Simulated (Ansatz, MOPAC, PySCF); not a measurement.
Molecule: hydrogen isocyanide, CHN (charge 0, singlet). SMILES: [C-]#[NH+]
Coordinates optimised at B3LYP-D3(BJ)/def2-TZVP (Ansatz, an electronic-structure program):
```
N
C 1 1.1640
H 1 0.9974 2 180.00
```
Charge 0, spin multiplicity 1.

Unscaled harmonic wavenumbers (cm⁻¹) in rising order, each level at the stationary point that it reaches from this structure (no distance between atoms moves by over 0.3 Å); the order of modes can differ between levels, and a negative number is imaginary. B3LYP-D3(BJ)/def2-TZVP (PySCF, at the structure above): 461, 461, 2108, 3796.

AM1 (MOPAC): 787, 787, 2294, 3647. Zero-point energy 10.7 against 9.8 kcal/mol; where all levels lie over 400 cm⁻¹, the wavenumbers are on average 1.366 times those of B3LYP-D3(BJ)/def2-TZVP.

PM3 (MOPAC): 614, 614, 2168, 3577. Zero-point energy 10.0 against 9.8 kcal/mol; where all levels lie over 400 cm⁻¹, the wavenumbers are on average 1.158 times those of B3LYP-D3(BJ)/def2-TZVP.

PM7 (MOPAC): 786, 786, 2107, 2909. Zero-point energy 9.4 against 9.8 kcal/mol; where all levels lie over 400 cm⁻¹, the wavenumbers are on average 1.294 times those of B3LYP-D3(BJ)/def2-TZVP.

HF/6-31G* (Ansatz): 541, 541, 2308, 4094. Zero-point energy 10.7 against 9.8 kcal/mol; where all levels lie over 400 cm⁻¹, the wavenumbers are on average 1.130 times those of B3LYP-D3(BJ)/def2-TZVP.
